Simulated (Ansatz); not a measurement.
trifluoromethane (CHF₃), singlet, at a GFN2-xTB geometry; BLYP/6-311G** (Ansatz, an electronic-structure program).

Input for Ansatz:
Ansatz 0.2 input:
```yaml
crystal:
  periodic: [false, false, false]
  atoms:
    - {symbol: C, position_ang: [0.00184574, 0.00147866, 0.33702587]}
    - {symbol: H, position_ang: [0.00789083, 0.00632154, 1.44084271]}
    - {symbol: F, position_ang: [0.02727377, 1.24268325, -0.13386700]}
    - {symbol: F, position_ang: [1.06198689, -0.64643979, -0.13124532]}
    - {symbol: F, position_ang: [-1.09136790, -0.59793163, -0.11966522]}
basis:
  gaussian:
    orbitals: 6-311G__.json
hamiltonian:
  xc: blyp
```
The basis file holds 6-311G** in the JSON format of the Basis Set Exchange.

What the program printed (banner, timings and long lists left out):

```
Functional definition: BLYP
646 factors; their error is unknown
mean field evaluation 1: about -9203.6102 eV, gradient 4.1e1 eV
mean field evaluation 2: about -9200.9315 eV, gradient 6.2e1 eV
mean field evaluation 4: about -9205.5819 eV, gradient 1.5e0 eV
mean field evaluation 8: about -9205.5837 eV, gradient 1.9e-2 eV
mean field -9205.56360979 eV, -338.2982229048 hartree, gradient 5.8e-5 eV, S^2 0.000000; 0 other end points of the search recorded, 0 dependent functions left out
reference -9205.56379917 eV, -338.2982298641 hartree; 17, 17 occupied and 61, 61 virtual orbitals, 646 factors
Total energy: -9205.56379917 eV, -338.2982298641 hartree
```
